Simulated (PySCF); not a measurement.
Dissociation curve of CH3Cl, SMILES CCl. The C1–Cl5 bond (C1 also carries H, H, H; Cl5 carries nothing else) is stretched with both fragments frozen at the PBE0/def2-TZVP optimised geometry.

Levels of theory: UHF/cc-pVDZ (PySCF); UHF/3-21G = PySCF with unrestricted Hartree-Fock/3-21G; UKS-B3LYP/6-31G* = PySCF 2.14.0 with unrestricted B3LYP/6-31G*, spherical d; RCCSD = CCSD on RHF/cc-pVDZ, 6 core orbitals frozen (PySCF); RHF/STO-3G = restricted Hartree-Fock/STO-3G (PySCF 2.14.0).

Energies are in kJ/mol, each relative to the lowest point of its own curve near equilibrium.

| R / Å | UHF | UHF/3-21G | UKS-B3LYP/6-31G* | RCCSD | RHF/STO-3G |
|---|---|---|---|---|---|
| 1.43 | 278.5 | 363.3 | 270.2 | 281.2 | 404.5 |
| 1.49 | 171.6 | 242.1 | 168.8 | 174.0 | 257.9 |
| 1.59 | 62.7 | 110.6 | 64.1 | 64.5 | 101.7 |
| 1.66 | 22.9 | 55.8 | 24.8 | 24.1 | 40.6 |
| 1.71 | 7.6 | 30.3 | 8.9 | 8.3 | 15.1 |
| 1.77 | 0.0 | 11.1 | 0.0 | 0.0 | 0.3 |
| 1.84 | 2.4 | 1.0 | 0.2 | 1.5 | 0.0 |
| 1.87 | 6.2 | 0.0 | 3.0 | 4.9 | 4.4 |
| 1.96 | 25.2 | 6.1 | 18.4 | 22.3 | 30.1 |
| 2.05 | 51.9 | 22.7 | 41.1 | 47.2 | 69.5 |
| 2.18 | 97.7 | 58.5 | 80.7 | 89.7 | 140.8 |
| 2.41 | 168.8 | 122.7 | 156.3 | 169.0 | 281.4 |
| 2.69 | 207.6 | 164.3 | 241.2 | 255.4 | 442.3 |
| 2.96 | 223.7 | 184.5 | 294.5 | 320.8 | 569.1 |
| 3.21 | 230.8 | 194.4 | 323.2 | 365.3 | 659.3 |
| 3.53 | 235.3 | 200.7 | 345.0 | 402.8 | 741.3 |
| 3.91 | 237.5 | 204.2 | 359.3 | 426.8 | 802.2 |
| 4.35 | 238.7 | 205.9 | 367.8 | 438.9 | 843.2 |
| 4.75 | 239.2 | 206.6 | 371.5 | 818.1 | 866.3 |
| 5.35 | 239.5 | 206.9 | 373.7 | 445.6 | 889.3 |
| 6.26 | 239.7 | 207.1 | 374.7 | 446.6 | 913.1 |

At the longest distance, 6.26 Å, RHF/STO-3G lies highest above its minimum (913.1 kJ/mol) and UHF/3-21G lowest (207.1 kJ/mol).

The RCCSD curve passes through a maximum at 4.75 Å and then falls by 371.4 kJ/mol up to the last usable point.

The unrestricted determinant behind UHF, UHF/3-21G is spin-contaminated at 2.41 to 6.26 Å (<S²> up to 1.0, against 0.00 for a pure singlet). The unrestricted determinant behind UKS-B3LYP/6-31G* is spin-contaminated at 2.69 to 6.26 Å (<S²> up to 1.0, against 0.00 for a pure singlet). The T1 diagnostic of CCSD on the restricted reference of RCCSD exceeds 0.045 at 2.96 to 6.26 Å. The restricted form behind RHF/STO-3G keeps the bonding electrons paired and can't separate into open-shell fragments.
